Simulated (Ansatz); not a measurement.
The input, for Ansatz 0.2.0:

```yaml
crystal:
  periodic: [false, false, false]
  atoms:
    - {symbol: Ge, position_ang: [0.000000, -0.026668, 0.010599]}
    - {symbol: H, position_ang: [0.000000, 1.183423, -2.124301]}
    - {symbol: H, position_ang: [0.000000, 0.738452, 1.360461]}
basis:
  gaussian: {orbitals: def2-TZVP}
total_charge: 1
magnetization: {spin_polarized: true, initial_magnetization: 1}
correlation: {method: ccsd_t, electrons: outside_noble_gas}
```

```sh
$ ansatz run in.yaml --threads 1 --pin off --events-out ev --progress --plain --max-ram 2393MiB
```

Output:

```
419 factors; integrals over basis functions are off by at most 1.2e-3 eV
mean field evaluation 1: about -56493.2356 eV, gradient 6.8e0 eV
mean field evaluation 2: about -56493.2355 eV, gradient 6.8e0 eV
mean field evaluation 4: about -56494.1636 eV, gradient 2.5e0 eV
mean field evaluation 8: about -56494.4191 eV, gradient 1.4e-1 eV
mean field evaluation 16: about -56494.3486 eV, gradient 1.4e0 eV
mean field evaluation 32: about -56492.3101 eV, gradient 4.2e-1 eV
mean field evaluation 64: about -56492.0102 eV, gradient 2.4e-1 eV
mean field evaluation 96: about -56491.9261 eV, gradient 7.2e-3 eV
mean field evaluation 128: about -56491.6628 eV, gradient 3.0e-2 eV
mean field -56494.41981943 eV, -2076.1316350711 hartree, gradient 2.3e-6 eV, S^2 0.907977; 7 other end points of the search recorded, 0 dependent functions left out
determinant -56494.41981943 eV, -2076.1316350711 hartree, with singles and doubles -56496.75055662 eV, -2076.2172880828 hartree
determinant -56492.31761039 eV, -2076.0543803138 hartree, with singles and doubles -56494.37476864 eV, -2076.1299794848 hartree
determinant -56492.01178295 eV, -2076.0431413624 hartree, with singles and doubles -56494.19557910 eV, -2076.1233943907 hartree
determinant -56491.92606741 eV, -2076.0399913746 hartree, with singles and doubles -56493.82096656 eV, -2076.1096276337 hartree
determinant -56491.66372235 eV, -2076.0303503713 hartree, with singles and doubles -56493.65238054 eV, -2076.1034322118 hartree
determinant -56491.15370338 eV, -2076.0116075201 hartree, with singles and doubles -56494.73907556 eV, -2076.1433675172 hartree
14 core orbitals not correlated: weight in the atoms' cores, before any rotation towards them, 1.000 or more for the frozen orbitals, at most 0.000 for the correlated occupied ones
reference -56494.41981943 eV, -2076.1316350711 hartree; 3, 2 occupied and 43, 44 virtual orbitals, 419 factors
second order -1.64157486 eV of doubles, -0.00000000 eV of singles
cycle   1  -2.27965693 eV  change   -1.3e-1 eV  update   1.7e-2
cycle   2  -2.28313715 eV  change   -3.5e-3 eV  update   5.2e-3
cycle   3  -2.28589886 eV  change   -2.8e-3 eV  update   3.2e-3
cycle   4  -2.28818459 eV  change   -2.3e-3 eV  update   2.3e-3
cycle   5  -2.28994347 eV  change   -1.8e-3 eV  update   1.4e-3
cycle   6  -2.29074029 eV  change   -8.0e-4 eV  update   5.9e-4
cycle   7  -2.29100979 eV  change   -2.7e-4 eV  update   1.8e-4
cycle   8  -2.29107206 eV  change   -6.2e-5 eV  update   6.8e-5
cycle   9  -2.29108592 eV  change   -1.4e-5 eV  update   2.9e-5
cycle  10  -2.29109018 eV  change   -4.3e-6 eV  update   1.3e-5
cycle  11  -2.29108520 eV  change    5.0e-6 eV  update   6.4e-6
cycle  12  -2.29107945 eV  change    5.8e-6 eV  update   2.8e-6
cycle  13  -2.29107696 eV  change    2.5e-6 eV  update   1.1e-6
perturbative correction -0.05055731 eV, -0.0018579469 hartree
Total energy: -56496.76145371 eV, -2076.2176885434 hartree
```

Ran on 1 thread of AMD EPYC, shared host: 11 s wall, 0.16 GiB peak host memory.
